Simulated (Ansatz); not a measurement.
System: fcc Ag. Method: PBEsol in Ansatz (plane waves, PAW).

A relaxed, unreconstructed slab of the (110) face has 12 atoms, two equal faces of 11.621 Å² each and an energy of -90265.2595 eV. A bulk cell of 2 atoms with the same orientation and in-plane k mesh has -15044.4975 eV. Energies are extrapolated to zero smearing.

Settings: plane-wave cutoff 500 eV, 14×20×1 k mesh (along the axes of the cell as run), Fermi–Dirac smearing 0.1 eV, scalar-relativistic PAW data made under PBE.

Worked out: γ = (E_slab − N E_bulk per atom)/2A = [-90265.2595 − 12 × (-15044.4975/2)]/(2 × 11.621) = 0.0742 eV/Å². With 16.022 J/m² per eV/Å² this is 1.19 J/m², or 0.86 eV per surface cell and face.

Ansatz is a quantum-chemistry and plane-wave program.
